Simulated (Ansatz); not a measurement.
# CHBN+ (quintet): from Hartree-Fock to the top rungs, cc-pVDZ

One table from this session's results is given with a row withheld; the runs are named, their logs left out.

Computed with Ansatz 0.2.0, Gaussian basis. Level: cc-pVDZ, core rule «outside noble gas», up to 3 orbitals frozen.

The runs, in order: UHF; CCSD(T) on ROHF; CCSD(T) on UHF; BCCD(T) on ROHF; CISD; CCSDT(Q) on ROHF; CCSDT(Q) on UHF; CASSCF and NEVPT2, 12 electrons in 11 orbitals.

19 further runs of the same task are left out: 7 that didn't finish, 12 set aside as unsound or not needed.

## The system

The geometry is a PBE0/def2-TZVP stationary point (not a proven minimum) of the parent state, kept for this charge and spin.

4 atoms, charge 1, spin multiplicity 5.

Atoms are counted from 1 here; the program's logs count them from 0.

Bond lengths: B1–N2 1.277 Å, B1–H4 1.169 Å, N2–C3 1.253 Å. Angles: N2–B1–H4 180.0°, B1–N2–C3 180.0°.

As a file:

```xyz
4
CHBN
B     0.0000    0.0000    0.6596
N     0.0000    0.0000   -0.6177
C     0.0000    0.0000   -1.8708
H     0.0000    0.0000    1.8289
```

Set-up of the first run:

File in.yaml:

```yaml
crystal:
  periodic: [false, false, false]
  atoms:
    - {symbol: B, position_ang: [0.000000, 0.000000, 0.659600]}
    - {symbol: N, position_ang: [0.000000, 0.000000, -0.617700]}
    - {symbol: C, position_ang: [0.000000, 0.000000, -1.870800]}
    - {symbol: H, position_ang: [0.000000, 0.000000, 1.828900]}
basis:
  gaussian: {orbitals: cc-pVDZ}
total_charge: 1
magnetization: {spin_polarized: true, initial_magnetization: 4}
hamiltonian: {xc: hf}
output: {orbitals: {seedname: orbitals}}
```

Started as:

```console
$ ansatz run in.yaml --threads 1 --pin off --events-out ev --progress --plain --max-ram 2393MiB
```

Among the steps run: UHF; CCSD(T) on ROHF; CCSD(T) on UHF; BCCD(T) on ROHF; CISD; CCSDT(Q) on ROHF; CCSDT(Q) on UHF; CASSCF and NEVPT2, 12 electrons in 11 orbitals.

One of the session's tables, all rows but one given; the rest of the session is left out.

| method | from UCCSDT(Q) (meV) |
| --- | --- |
| ROHF | +7361.4 |
| UHF | +7186.0 |
| RMP2 | +1145.7 |
| UMP2 | ? |
| CISD | +721.4 |
| RCCSD | +264.7 |
| UCCSD | +258.3 |
| RCCSD(T) | +53.5 |
| UCCSD(T) | +52.1 |
| BCCD(T) | +54.7 |
| RCCSDT | +16.9 |
| UCCSDT | +15.2 |
| RCCSDT(Q) | +3.3 |
| UCCSDT(Q) | 0 |
| CASSCF frontier | +5392.4 |
| NEVPT2 frontier | +1317.5 |

Q: Estimate the row for UMP2 from the others.

**Answer.** from UCCSDT(Q) (meV): +1149.3. In the column «from UCCSDT(Q) (meV)» it lies between RMP2 (+1145.7) and NEVPT2 frontier (+1317.5).

Limits of these values: Restricted and unrestricted rows rest on different reference determinants; where their highest levels disagree by more than a few hundredths of an eV, they describe different states and don't form one ladder.
